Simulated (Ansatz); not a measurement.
Compare A (`CCCC=O`) with its isomer B (`C1CCOC1`).

Isolated molecules relaxed with PBE0-D4/def2-TZVP in Ansatz; ΔE leaves out vibrations. CCSD(T)/CBS is the MP2 limit (def2-TZVPP, def2-QZVPP) plus CCSD(T) − MP2 in def2-TZVPP, frozen cores. DFT in def2-TZVPP. B3LYP here is the variant with VWN-RPA as its local correlation; programs differ in this. One conformer a species, not always the lowest.

Q: Which is lower in electronic energy at CCSD(T)/CBS, and by how much? (Best estimate.)

A: Computed: A, by 4.2 kcal/mol.

Q: Give E(B) − E(A) in kcal/mol with ωB97M-V, B2PLYP, B3LYP-D4, PBE0-D4, MP2/def2-TZVPP, CCSD(T)/def2-TZVPP, HF/def2-TZVPP. (An estimate is asked.)

A: Computed: ωB97M-V 4.1, B2PLYP 6.4, B3LYP-D4 6.7, PBE0-D4 2.2, MP2/def2-TZVPP 4.0, CCSD(T)/def2-TZVPP 4.5, HF/def2-TZVPP 6.8. None reverses the order clearly.

Largest T1 diagnostic: 0.012.

In def2-TZVPP, CCSD(T) changes the Hartree–Fock value by −2.3 kcal/mol (the triples alone add +0.3 kcal/mol) and MP2 by −2.8 kcal/mol. From PBE to PBE0 (25 % exact exchange), in def2-TZVPP and without D4, E(B) − E(A) moves by −2.8 kcal/mol.
